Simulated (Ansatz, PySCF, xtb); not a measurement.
Acid–base and redox partners of C=C=O. Gas-phase values, no solvent. Strings in code marks are SMILES.

Quantity: gas-phase deprotonation enthalpy at 298 K, in kcal/mol. Enthalpy corrections at 298 K come from GFN2-xTB frequencies (xtb). Levels without diffuse functions put anions too high.

Level 1: frozen-core CCSD(T)/aug-cc-pVTZ // PBE0-D3(BJ)/def2-TZVPD (Ansatz, a program for electronic structure)
Level 2: frozen-core MP2/aug-cc-pVTZ // PBE0-D3(BJ)/def2-TZVPD (Ansatz)
Level 3: SVWN5/6-31G* // PBE0-D3(BJ)/def2-TZVPD (PySCF)
Level 4: HF/STO-3G // PBE0-D3(BJ)/def2-TZVPD (PySCF)

| species | level 1 | level 2 | level 3 | level 4 |
|---|---|---|---|---|
| proton removed from C1: `[CH-]=C=O` | 368.4 | 364.1 | 376.5 | 485.7 |
